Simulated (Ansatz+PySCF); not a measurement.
Values are calculated unless marked as measured or tabulated.
Input for PySCF 2.14.0:

```python
from pyscf import gto, scf

mol = gto.M(atom="""
F 0.000000 0.000000 -1.235370
H 0.000000 0.000000 0.000000
F 0.000000 0.000000 1.235370
""", basis='def2-svp', charge=-1, spin=0)
mf = scf.RHF(mol)
mf.init_guess = 'minao'
mf.kernel()
while True:  # follow internal instabilities
    mo, _, stable, _ = mf.stability(return_status=True)
    if stable: break
    mf.kernel(mf.make_rdm1(mo, mf.mo_occ))
print(mf.converged, mf.e_tot, mf.spin_square()[0])
```

The script is written out from the run's settings.

Results

* Converged: yes
* Total energy: -199.28979 hartree
* Spin squared of the determinant: 0.000

Caution: no diffuse functions for an anion.
